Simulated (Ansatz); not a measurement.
```xyz
9

N    -1.475   -0.298   -0.593
N    -0.072   -0.346   -0.695
Si    0.985    0.265    0.507
H    -1.787   -0.709    0.279
H    -1.793    0.664   -0.628
H     0.231   -0.928   -1.457
H     0.755   -0.367    1.840
H     0.784    1.730    0.696
H     2.372   -0.012    0.051
```

Total charge 0; spin multiplicity 1.

(1) List the PBE/def2-TZVPP orbital energies in eV (Ansatz 0.2.0). (Estimate.)

## Answers

(1) Ansatz gave: Occupied: -1779.57, -380.97, -380.67, -137.29, -94.05, -94.01, -94.00, -23.90, -18.55, -13.62, -12.31, -12.08, -10.45, -8.35, -8.31, -5.85, -5.62. Lowest empty: -0.46, 0.35, 0.92, 1.09, 1.49, 1.65, 2.04, 3.11.
